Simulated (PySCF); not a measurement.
**A gas-phase reaction: Cl2H2Si + H3N → ClH4NSi + ClH**

Wanted: the reaction energy for `Cl[SiH2]Cl` + `N` → `N[SiH2]Cl` + `Cl`.

Computed with PySCF 2.14.0; each step states its level. No surroundings beyond the atoms listed, unless a continuum is named. Atoms count from 0, parts from 1.

### 1 The system as given

Each species was relaxed by itself at PBE0-D3(BJ)/def2-SVPD.

### 2 Energies of the species: wB97M-D3(BJ)/def2-TZVPD

The job: settings as JSON, then the geometry in Å.

```
{"job": {"kind": "react", "xc": "wB97M-D3(BJ)", "basis": "def2-TZVPD"}, "charge": 0, "multiplicity": 1}
-1 Cl2H2Si charge 0 multiplicity 1
Cl     0.333290     1.876540    -0.373470
Si    -0.125800    -0.119690    -0.109270
Cl     1.174150    -0.947590     1.265290
H      0.058690    -0.816050    -1.403120
H     -1.500640    -0.214340     0.432920

-1 H3N charge 0 multiplicity 1
N      0.004820    -0.001220     0.284470
H      0.940240    -0.114950    -0.094910
H     -0.564590    -0.752380    -0.094210
H     -0.364190     0.869530    -0.086350

+1 ClH4NSi charge 0 multiplicity 1
N     -0.448110    -0.771890    -0.429840
Si     0.265510     0.491580     0.485280
Cl     1.942850    -0.080900     1.610950
H     -1.017950    -1.477830     0.017450
H     -0.013180    -1.122090    -1.272950
H     -0.727070     0.977580     1.474910
H      0.753370     1.539110    -0.445040

+1 ClH charge 0 multiplicity 1
Cl     0.644460    -0.021080    -0.004810
H     -0.643250     0.013550     0.005890
```

Method: wB97M-D3(BJ)/def2-TZVPD reaction energy of separated species, gas phase.

Launch:

```sh
> OMP_NUM_THREADS=1 python cluster_run.py task.json out
```

One launch serves the whole session: the jobs run in the order shown.

What it wrote:

```text
species 1 (Cl2H2Si)
coarse grid: 23992 points
cycle   1  E = -1211.3219605186  dE =  1.088e-01  |g| = 3.848e-01  |ddm| = 1.637e+00
cycle   2  E = -1211.3422247732  dE = -2.026e-02  |g| = 3.325e-01  |ddm| = 6.030e-01
cycle   3  E = -1211.3684112777  dE = -2.619e-02  |g| = 1.906e-02  |ddm| = 2.648e-01
cycle   4  E = -1211.3685250598  dE = -1.138e-04  |g| = 4.859e-03  |ddm| = 2.742e-02
cycle   5  E = -1211.3685399875  dE = -1.493e-05  |g| = 1.247e-03  |ddm| = 1.217e-02
cycle   6  E = -1211.3685406791  dE = -6.916e-07  |g| = 3.572e-04  |ddm| = 1.757e-03
final grid: 46168 points
cycle   7  E = -1211.3684823501  dE = -9.671e-08  |g| = 1.967e-04  |ddm| = 1.408e-03
cycle   8  E = -1211.3684823630  dE = -1.297e-08  |g| = 1.176e-04  |ddm| = 2.896e-04
cycle   9  E = -1211.3684823670  dE = -3.927e-09  |g| = 2.621e-05  |ddm| = 9.383e-05
cycle  10  E = -1211.3684823676  dE = -6.407e-10  |g| = 1.167e-05  |ddm| = 6.850e-05
converged SCF energy = -1211.3684823676

species 2 (H3N)
coarse grid: 12536 points
cycle   1  E = -56.5694011507  dE = -1.294e-01  |g| = 3.024e-01  |ddm| = 1.089e+00
cycle   2  E = -56.5779554178  dE = -8.554e-03  |g| = 2.716e-01  |ddm| = 2.676e-01
cycle   3  E = -56.5918773713  dE = -1.392e-02  |g| = 2.124e-02  |ddm| = 1.115e-01
cycle   4  E = -56.5919829841  dE = -1.056e-04  |g| = 5.194e-03  |ddm| = 1.728e-02
cycle   5  E = -56.5919941220  dE = -1.114e-05  |g| = 7.323e-04  |ddm| = 8.719e-03
cycle   6  E = -56.5919945372  dE = -4.152e-07  |g| = 1.111e-04  |ddm| = 3.176e-03
final grid: 27112 points
cycle   7  E = -56.5919837592  dE = -1.557e-08  |g| = 6.416e-05  |ddm| = 6.931e-04
cycle   8  E = -56.5919837612  dE = -2.009e-09  |g| = 5.203e-05  |ddm| = 2.252e-04
cycle   9  E = -56.5919837619  dE = -6.530e-10  |g| = 1.213e-05  |ddm| = 4.848e-05
converged SCF energy = -56.5919837619

species 3 (ClH4NSi)
coarse grid: 27736 points
cycle   1  E = -807.0392326833  dE =  5.574e-02  |g| = 3.970e-01  |ddm| = 1.834e+00
cycle   2  E = -807.0587525368  dE = -1.952e-02  |g| = 3.340e-01  |ddm| = 5.079e-01
cycle   3  E = -807.0804879541  dE = -2.174e-02  |g| = 3.496e-02  |ddm| = 2.277e-01
cycle   4  E = -807.0807725788  dE = -2.846e-04  |g| = 1.906e-02  |ddm| = 4.664e-02
cycle   5  E = -807.0808538760  dE = -8.130e-05  |g| = 3.275e-03  |ddm| = 1.678e-02
cycle   6  E = -807.0808588108  dE = -4.935e-06  |g| = 5.592e-04  |ddm| = 7.466e-03
final grid: 56152 points
cycle   7  E = -807.0808310646  dE = -2.386e-07  |g| = 2.810e-04  |ddm| = 3.245e-03
cycle   8  E = -807.0808310926  dE = -2.798e-08  |g| = 2.366e-04  |ddm| = 7.972e-04
cycle   9  E = -807.0808311050  dE = -1.245e-08  |g| = 4.695e-05  |ddm| = 1.595e-04
cycle  10  E = -807.0808311068  dE = -1.772e-09  |g| = 1.985e-05  |ddm| = 1.870e-04
cycle  11  E = -807.0808311069  dE = -1.417e-10  |g| = 3.597e-06  |ddm| = 3.831e-05
converged SCF energy = -807.0808311069

species 4 (ClH)
coarse grid: 8792 points
cycle   1  E = -460.8503332465  dE = -8.165e-02  |g| = 2.169e-01  |ddm| = 7.239e-01
cycle   2  E = -460.8625128202  dE = -1.218e-02  |g| = 1.397e-01  |ddm| = 2.651e-01
cycle   3  E = -460.8670522760  dE = -4.539e-03  |g| = 1.358e-02  |ddm| = 9.818e-02
cycle   4  E = -460.8670933601  dE = -4.108e-05  |g| = 3.364e-03  |ddm| = 9.546e-03
cycle   5  E = -460.8670996088  dE = -6.249e-06  |g| = 8.516e-04  |ddm| = 3.915e-03
final grid: 17120 points
cycle   6  E = -460.8670681467  dE = -3.713e-07  |g| = 3.675e-04  |ddm| = 8.878e-04
cycle   7  E = -460.8670681930  dE = -4.624e-08  |g| = 1.617e-04  |ddm| = 3.979e-04
cycle   8  E = -460.8670681995  dE = -6.571e-09  |g| = 4.218e-05  |ddm| = 1.294e-04
cycle   9  E = -460.8670682008  dE = -1.309e-09  |g| = 3.953e-06  |ddm| = 6.529e-05
cycle  10  E = -460.8670682009  dE = -7.788e-12  |g| = 8.157e-07  |ddm| = 3.303e-06
converged SCF energy = -460.8670682009

Reaction energy = 7.691 kcal/mol
```

Run time: 16 s. Hardware: 1 thread of Intel Xeon at 2.60GHz, shared host; peak memory 0.58 GiB.

Species by species (with the dispersion term, which the log's SCF energies lack):

| ν | species | energy (Eh) | HOMO (eV) |
| --- | --- | --- | --- |
| -1 | Cl[SiH2]Cl | -1211.37371 | -11.47 |
| -1 | N | -56.59358 | -10.26 |
| +1 | N[SiH2]Cl | -807.08741 | -10.48 |
| +1 | Cl | -460.86761 | -11.93 |

### 3 Energies of the species: PBE0-D3(BJ)/def2-TZVPD

Settings changed since step 2:

```diff
@@ -1,2 +1,2 @@
-{"job": {"kind": "react", "xc": "wB97M-D3(BJ)", "basis": "def2-TZVPD"}, "charge": 0, "multiplicity": 1}
+{"job": {"kind": "react", "xc": "PBE0", "basis": "def2-TZVPD", "disp": "d3bj"}, "charge": 0, "multiplicity": 1}
 -1 Cl2H2Si charge 0 multiplicity 1
```

Level: PBE0-D3(BJ)/def2-TZVPD reaction energy of separated species, gas phase.

What it wrote:

```text
species 1 (Cl2H2Si)
coarse grid: 6112 points
cycle   1  E = -1210.7778933642  dE =  1.087e-01  |g| = 3.104e-01  |ddm| = 1.661e+00
cycle   2  E = -1210.7661084658  dE =  1.178e-02  |g| = 3.815e-01  |ddm| = 5.910e-01
cycle   3  E = -1210.8030709293  dE = -3.696e-02  |g| = 3.546e-02  |ddm| = 3.191e-01
cycle   4  E = -1210.8032969841  dE = -2.261e-04  |g| = 1.177e-02  |ddm| = 2.607e-02
cycle   5  E = -1210.8033296597  dE = -3.268e-05  |g| = 2.139e-03  |ddm| = 9.994e-03
cycle   6  E = -1210.8033306211  dE = -9.614e-07  |g| = 5.732e-04  |ddm| = 2.067e-03
final grid: 46168 points
cycle   7  E = -1210.8046488843  dE = -1.270e-05  |g| = 3.466e-03  |ddm| = 1.826e-02
cycle   8  E = -1210.8046488426  dE =  4.168e-08  |g| = 2.855e-03  |ddm| = 4.438e-03
cycle   9  E = -1210.8046502580  dE = -1.415e-06  |g| = 4.696e-04  |ddm| = 2.538e-03
cycle  10  E = -1210.8046503220  dE = -6.406e-08  |g| = 8.379e-05  |ddm| = 3.909e-04
cycle  11  E = -1210.8046503237  dE = -1.740e-09  |g| = 1.491e-05  |ddm| = 7.372e-05
cycle  12  E = -1210.8046503238  dE = -5.616e-11  |g| = 4.252e-06  |ddm| = 1.284e-05
converged SCF energy = -1210.8046503238

species 2 (H3N)
coarse grid: 2928 points
cycle   1  E = -56.4893058645  dE = -9.637e-02  |g| = 3.707e-01  |ddm| = 1.102e+00
cycle   2  E = -56.4628818589  dE =  2.642e-02  |g| = 5.179e-01  |ddm| = 4.435e-01
cycle   3  E = -56.5199819463  dE = -5.710e-02  |g| = 1.577e-02  |ddm| = 2.488e-01
cycle   4  E = -56.5200305313  dE = -4.858e-05  |g| = 3.353e-03  |ddm| = 8.654e-03
cycle   5  E = -56.5200327016  dE = -2.170e-06  |g| = 3.224e-04  |ddm| = 2.234e-03
final grid: 27112 points
cycle   6  E = -56.5150234124  dE = -1.158e-05  |g| = 5.600e-03  |ddm| = 1.584e-02
cycle   7  E = -56.5150179664  dE =  5.446e-06  |g| = 7.668e-03  |ddm| = 6.003e-03
cycle   8  E = -56.5150296764  dE = -1.171e-05  |g| = 1.334e-04  |ddm| = 3.455e-03
cycle   9  E = -56.5150296803  dE = -3.942e-09  |g| = 3.220e-05  |ddm| = 9.781e-05
cycle  10  E = -56.5150296806  dE = -2.808e-10  |g| = 3.572e-06  |ddm| = 2.445e-05
converged SCF energy = -56.5150296806

species 3 (ClH4NSi)
coarse grid: 6792 points
cycle   1  E = -806.6032417013  dE =  6.173e-02  |g| = 4.304e-01  |ddm| = 1.901e+00
cycle   2  E = -806.5769173313  dE =  2.632e-02  |g| = 5.608e-01  |ddm| = 6.342e-01
cycle   3  E = -806.6429417757  dE = -6.602e-02  |g| = 5.454e-02  |ddm| = 3.543e-01
cycle   4  E = -806.6435429347  dE = -6.012e-04  |g| = 2.542e-02  |ddm| = 6.176e-02
cycle   5  E = -806.6436731925  dE = -1.303e-04  |g| = 3.388e-03  |ddm| = 2.089e-02
cycle   6  E = -806.6436756657  dE = -2.473e-06  |g| = 1.539e-03  |ddm| = 3.935e-03
final grid: 56152 points
cycle   7  E = -806.6400271893  dE = -1.703e-05  |g| = 5.909e-03  |ddm| = 2.788e-02
cycle   8  E = -806.6400214628  dE =  5.727e-06  |g| = 7.784e-03  |ddm| = 7.668e-03
cycle   9  E = -806.6400336790  dE = -1.222e-05  |g| = 6.302e-04  |ddm| = 4.517e-03
cycle  10  E = -806.6400337504  dE = -7.136e-08  |g| = 1.719e-04  |ddm| = 5.387e-04
cycle  11  E = -806.6400337579  dE = -7.539e-09  |g| = 3.488e-05  |ddm| = 1.566e-04
cycle  12  E = -806.6400337583  dE = -3.453e-10  |g| = 8.802e-06  |ddm| = 2.944e-05
converged SCF energy = -806.6400337583

species 4 (ClH)
coarse grid: 2248 points
cycle   1  E = -460.6537826800  dE = -4.644e-02  |g| = 1.882e-01  |ddm| = 7.411e-01
cycle   2  E = -460.6558513860  dE = -2.069e-03  |g| = 1.902e-01  |ddm| = 3.151e-01
cycle   3  E = -460.6653803845  dE = -9.529e-03  |g| = 1.506e-02  |ddm| = 1.513e-01
cycle   4  E = -460.6654024418  dE = -2.206e-05  |g| = 2.693e-03  |ddm| = 7.323e-03
cycle   5  E = -460.6654039895  dE = -1.548e-06  |g| = 1.111e-03  |ddm| = 2.553e-03
final grid: 17120 points
cycle   6  E = -460.6658902698  dE = -4.427e-06  |g| = 2.164e-03  |ddm| = 7.326e-03
cycle   7  E = -460.6658902990  dE = -2.922e-08  |g| = 1.795e-03  |ddm| = 2.511e-03
cycle   8  E = -460.6658909175  dE = -6.185e-07  |g| = 1.533e-04  |ddm| = 1.363e-03
cycle   9  E = -460.6658909244  dE = -6.894e-09  |g| = 2.143e-05  |ddm| = 1.086e-04
cycle  10  E = -460.6658909245  dE = -9.913e-11  |g| = 4.935e-06  |ddm| = 1.678e-05
converged SCF energy = -460.6658909245

Reaction energy = 8.668 kcal/mol
```

It took 8.8 s on 1 thread of Intel Xeon at 2.60GHz, shared host; peak memory 0.56 GiB.

Reaction energy at this level: 8.67 kcal/mol.

### 4 Energies of the species: MP2/def2-TZVPD

Settings changed since step 3:

```diff
@@ -1,2 +1,2 @@
-{"job": {"kind": "react", "xc": "PBE0", "basis": "def2-TZVPD", "disp": "d3bj"}, "charge": 0, "multiplicity": 1}
+{"job": {"kind": "react", "xc": "MP2", "basis": "def2-TZVPD"}, "charge": 0, "multiplicity": 1}
 -1 Cl2H2Si charge 0 multiplicity 1
```

Method: MP2/def2-TZVPD reaction energy of separated species, gas phase.

What it wrote:

```text
species 1 (Cl2H2Si)
final grid: 46168 points
cycle   1  E = -1209.1841412089  dE =  9.700e-02  |g| = 3.874e-01  |ddm| = 1.609e+00
cycle   2  E = -1209.2273648383  dE = -4.322e-02  |g| = 2.002e-01  |ddm| = 4.762e-01
cycle   3  E = -1209.2375750186  dE = -1.021e-02  |g| = 3.096e-02  |ddm| = 1.763e-01
cycle   4  E = -1209.2380738110  dE = -4.988e-04  |g| = 7.460e-03  |ddm| = 4.877e-02
cycle   5  E = -1209.2381076096  dE = -3.380e-05  |g| = 1.802e-03  |ddm| = 1.298e-02
cycle   6  E = -1209.2381102134  dE = -2.604e-06  |g| = 6.380e-04  |ddm| = 2.693e-03
cycle   7  E = -1209.2381105359  dE = -3.225e-07  |g| = 1.596e-04  |ddm| = 9.809e-04
cycle   8  E = -1209.2381105549  dE = -1.909e-08  |g| = 3.030e-05  |ddm| = 3.151e-04
cycle   9  E = -1209.2381105556  dE = -6.589e-10  |g| = 6.377e-06  |ddm| = 6.754e-05
converged SCF energy = -1209.2381105556

species 2 (H3N)
final grid: 27112 points
cycle   1  E = -56.2058936885  dE = -1.621e-01  |g| = 2.298e-01  |ddm| = 1.073e+00
cycle   2  E = -56.2178838745  dE = -1.199e-02  |g| = 7.796e-02  |ddm| = 1.404e-01
cycle   3  E = -56.2190891336  dE = -1.205e-03  |g| = 2.444e-02  |ddm| = 4.020e-02
cycle   4  E = -56.2192484582  dE = -1.593e-04  |g| = 5.225e-03  |ddm| = 1.749e-02
cycle   5  E = -56.2192625890  dE = -1.413e-05  |g| = 1.112e-03  |ddm| = 7.204e-03
cycle   6  E = -56.2192638085  dE = -1.219e-06  |g| = 2.934e-04  |ddm| = 3.286e-03
cycle   7  E = -56.2192639031  dE = -9.467e-08  |g| = 4.961e-05  |ddm| = 9.839e-04
cycle   8  E = -56.2192639052  dE = -2.081e-09  |g| = 4.563e-06  |ddm| = 1.082e-04
cycle   9  E = -56.2192639052  dE = -1.373e-11  |g| = 5.841e-07  |ddm| = 2.273e-05
converged SCF energy = -56.2192639052

species 3 (ClH4NSi)
final grid: 56152 points
cycle   1  E = -805.3031367622  dE =  3.343e-02  |g| = 3.510e-01  |ddm| = 1.805e+00
cycle   2  E = -805.3409313959  dE = -3.779e-02  |g| = 1.350e-01  |ddm| = 3.926e-01
cycle   3  E = -805.3455652304  dE = -4.634e-03  |g| = 3.732e-02  |ddm| = 1.491e-01
cycle   4  E = -805.3460717147  dE = -5.065e-04  |g| = 7.365e-03  |ddm| = 5.062e-02
cycle   5  E = -805.3460970134  dE = -2.530e-05  |g| = 3.062e-03  |ddm| = 1.244e-02
cycle   6  E = -805.3461005478  dE = -3.534e-06  |g| = 8.964e-04  |ddm| = 3.721e-03
cycle   7  E = -805.3461011330  dE = -5.851e-07  |g| = 2.320e-04  |ddm| = 1.618e-03
cycle   8  E = -805.3461011820  dE = -4.904e-08  |g| = 4.699e-05  |ddm| = 4.798e-04
cycle   9  E = -805.3461011834  dE = -1.409e-09  |g| = 1.374e-05  |ddm| = 8.799e-05
cycle  10  E = -805.3461011835  dE = -1.116e-10  |g| = 3.192e-06  |ddm| = 3.164e-05
converged SCF energy = -805.3461011835

species 4 (ClH)
final grid: 17120 points
cycle   1  E = -460.0817349643  dE = -1.009e-01  |g| = 2.132e-01  |ddm| = 7.101e-01
cycle   2  E = -460.0969050656  dE = -1.517e-02  |g| = 8.401e-02  |ddm| = 2.053e-01
cycle   3  E = -460.0986384464  dE = -1.733e-03  |g| = 1.826e-02  |ddm| = 5.472e-02
cycle   4  E = -460.0988470132  dE = -2.086e-04  |g| = 6.315e-03  |ddm| = 1.638e-02
cycle   5  E = -460.0988770131  dE = -3.000e-05  |g| = 1.289e-03  |ddm| = 7.398e-03
cycle   6  E = -460.0988782292  dE = -1.216e-06  |g| = 2.808e-04  |ddm| = 1.659e-03
cycle   7  E = -460.0988782825  dE = -5.326e-08  |g| = 4.150e-05  |ddm| = 4.895e-04
cycle   8  E = -460.0988782832  dE = -7.328e-10  |g| = 7.806e-06  |ddm| = 6.177e-05
converged SCF energy = -460.0988782832

Reaction energy = 8.273 kcal/mol
```

Wall time 3.9 s (1 thread of Intel Xeon at 2.60GHz, shared host); peak memory 0.39 GiB.

Reaction energy at this level: 8.27 kcal/mol.

### 5 Side by side

Energies in kcal/mol, with wall time:

```csv
run,reaction,time
wB97M-D3(BJ)/def2-TZVPD,7.69,16 s
PBE0-D3(BJ)/def2-TZVPD,8.67,8.8 s
MP2/def2-TZVPD,8.27,3.9 s
```

### 6 Outcome

| quantity | value |
| --- | --- |
| reaction energy (wB97M-D3(BJ)/def2-TZVPD) | 7.69 kcal/mol |
| ΔH, ΔG at 298 K (xTB thermal terms) | +5.2, +5.1 kcal/mol |
| range of the reaction energy over the runs of this table | 7.69 to 8.67 kcal/mol |

**Reading.** The reaction is endothermic by 5.2 kcal/mol in the gas phase; dispersion gives -0.20, and xTB itself gave 7.29 for the electronic energy (xTB energies and thermal terms come from the earlier relaxation of each species, not shown). No barrier was sought. The reaction energy runs from 7.69 (wB97M-D3(BJ)/def2-TZVPD) to 8.67 kcal/mol (PBE0-D3(BJ)/def2-TZVPD).
